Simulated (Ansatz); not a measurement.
# BSiH (singlet): from Hartree-Fock to the top rungs at distance Si1–B2 = 2.039 Å, 6-31G

The task here is to estimate one member of a computed series from the others.

Method: 6-31G, core rule «outside noble gas», up to 6 orbitals frozen; program: Ansatz 0.2.0, Gaussian basis.

To be run: UHF; CCSD(T) on RHF; CCSD(T) on UHF; BCCD(T) on RHF; CISD; CCSDT(Q) on RHF; CCSDT(Q) on UHF; CISDTQ; CCSDTQ on RHF; CCSDTQ on UHF; CASSCF and MRCISD+Q, 2 electrons in 2 orbitals; CASSCF and NEVPT2, 2 electrons in 2 orbitals; CASSCF and MRCISD+Q, 8 electrons in 9 orbitals; CASSCF and NEVPT2, 8 electrons in 9 orbitals; Full CI.

24 further runs of the same task are left out: 3 for a known fault of the program, 15 that didn't finish, 6 set aside as unsound or not needed.

## What is computed

The geometry derives from a PBE0/def2-TZVP stationary point (not a proven minimum). One bond is set to the value named and the two fragments are kept rigid.

3 atoms, charge 0, spin multiplicity 1.

Atoms are counted from 1 here; the program's logs count them from 0.

Bond lengths: Si1–B2 2.039 Å, Si1–H3 1.516 Å. Angles: B2–Si1–H3 180.0°.

The first run:

Input file in.yaml:

```yaml
crystal:
  periodic: [false, false, false]
  atoms:
    - {symbol: Si, position_ang: [0.000000, 0.000000, 0.174230]}
    - {symbol: B, position_ang: [0.000000, 0.000000, -1.864326]}
    - {symbol: H, position_ang: [0.000000, 0.000000, 1.690095]}
basis:
  gaussian: {orbitals: 6-31G}
magnetization: {spin_polarized: true, initial_magnetization: 0}
hamiltonian: {xc: hf}
output: {orbitals: {seedname: orbitals}}
```

Launch:

```console
$ ansatz run in.yaml --threads 1 --pin off --events-out ev --progress --plain --max-ram 2393MiB
```

Among the steps run: UHF; CCSD(T) on RHF; CCSD(T) on UHF; BCCD(T) on RHF; CISD; CCSDT(Q) on RHF; CCSDT(Q) on UHF; CISDTQ; CCSDTQ on RHF; CCSDTQ on UHF; CASSCF and MRCISD+Q, 2 electrons in 2 orbitals; CASSCF and NEVPT2, 2 electrons in 2 orbitals; CASSCF and MRCISD+Q, 8 electrons in 9 orbitals; CASSCF and NEVPT2, 8 electrons in 9 orbitals; Full CI.

One of the session's tables, all rows but one given; the rest of the session is left out.

| method | from FCI (kJ/mol) |
| --- | --- |
| RHF | +356.5 |
| RMP2 | +126.2 |
| CISD | +56.9 |
| RCCSD | +30.9 |
| RCCSD(T) | +14.0 |
| BCCD(T) | +14.3 |
| RCCSDT | +6.5 |
| CISDTQ | +7.3 |
| RCCSDT(Q) | +2.4 |
| RCCSDTQ | +0.5 |
| CASSCF valence | +78.8 |
| NEVPT2 valence | ? |
| MRCISD valence | +2.0 |
| MRCISD+Q valence | +0.2 |
| FCI | 0 |

Estimate the missing values for NEVPT2 valence.

The run gave: from FCI (kJ/mol): +22.9. In the column «from FCI (kJ/mol)» it lies between BCCD(T) (+14.3) and RCCSD (+30.9).

Not comparable, so not listed: CASSCF and MRCISD+Q, 2 electrons in 2 orbitals (they don't share determinant, frozen orbitals or solution with the rows shown, or repeat one).

Caveats from the session: The report flags that the cluster equations may have other roots. Left out of the table: CASSCF pair, NEVPT2 pair (the active space lost an orbital or holds another state than full CI finds). Left out of the table: UHF, UMP2, UCCSD, UCCSD(T), UCCSDT, UCCSDT(Q), UCCSDTQ (another determinant or state than the rows shown). The program flags RCCSDT(Q), RCCSDTQ as in doubt, so those rows may rest on another solution; read them beside their warnings. Warnings in the runs' records: passed over end.
